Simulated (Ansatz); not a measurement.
# Al₂H₂ (quintet): from Hartree-Fock to the top rungs, cc-pVTZ

Aim: climb from Hartree-Fock through coupled cluster for Al₂H₂ (quintet) at one geometry and basis, and see what each rung misses.

Program: Ansatz 0.2.0, Gaussian basis. Level of theory: cc-pVTZ, correlated electrons: outside noble gas. These are calculated values, not measurements.

Plan: UHF; CCSD(T) on ROHF; CCSD(T) on UHF; BCCD(T) on ROHF; CCSDT(Q) on ROHF; CCSDT(Q) on UHF.

### 1 What is computed

The geometry is a PBE0/def2-TZVP stationary point (not a proven minimum) of the parent state, kept for this charge and spin.

4 atoms, charge 0, spin multiplicity 5.

Atoms are counted from 1 here; the program's logs count them from 0.

Bond lengths: Al1–Al2 2.545 Å, Al1–H3 1.589 Å, Al1–H4 1.589 Å. Angles: Al2–Al1–H3 116.8°, Al2–Al1–H4 116.8°, H3–Al1–H4 126.5°.

In the tables R marks a restricted open-shell determinant and U an unrestricted one; correlation energies count from the lowest restricted Hartree-Fock solution.

### 2 UHF

in.yaml

```yaml
crystal:
  periodic: [false, false, false]
  atoms:
    - {symbol: Al, position_ang: [0.000000, 0.000000, -1.200958]}
    - {symbol: Al, position_ang: [0.000000, 0.000000, 1.344142]}
    - {symbol: H, position_ang: [0.000000, 1.418400, -1.916458]}
    - {symbol: H, position_ang: [0.000000, -1.418400, -1.916458]}
basis:
  gaussian: {orbitals: cc-pVTZ}
magnetization: {spin_polarized: true, initial_magnetization: 4}
hamiltonian: {xc: hf}
output: {orbitals: {seedname: orbitals}}
```

Command:

```
$ ansatz run in.yaml --threads 1 --pin off --events-out ev --progress --plain --max-ram 4096MiB --backend cpu
```

The runs that follow: CCSD(T) on ROHF; CCSD(T) on UHF; BCCD(T) on ROHF; CCSDT(Q) on ROHF; CCSDT(Q) on UHF.

Before running them: what should the planned runs give, taken together? Wanted: correlation energy, UCCSDT(Q); RMP2 from UCCSDT(Q); UMP2 from UCCSDT(Q); RCCSD from UCCSDT(Q); RCCSD(T) from UCCSDT(Q); UCCSD(T) from UCCSDT(Q); RCCSDT(Q) from UCCSDT(Q); T1 diagnostic.

**Answer**, as computed:

| quantity | value |
| --- | --- |
| correlation energy, UCCSDT(Q) | -3.3481 eV |
| RMP2 from UCCSDT(Q) | +857.0 meV |
| UMP2 from UCCSDT(Q) | +849.5 meV |
| RCCSD from UCCSDT(Q) | +128.5 meV |
| RCCSD(T) from UCCSDT(Q) | +37.7 meV |
| UCCSD(T) from UCCSDT(Q) | +35.0 meV |
| RCCSDT(Q) from UCCSDT(Q) | +3.0 meV |
| levels of the table within 1 kcal/mol (43 meV) | RCCSD(T), UCCSD(T), BCCD(T), RCCSDT, UCCSDT, RCCSDT(Q) |
| T1 diagnostic | 0.026 |

What this shows: RCCSD(T) misses by +37.7 meV, 1.1 % of the correlation energy. These misses are within one basis, not against nature; the frozen cores of restricted and unrestricted runs differ, which can shift their rows.
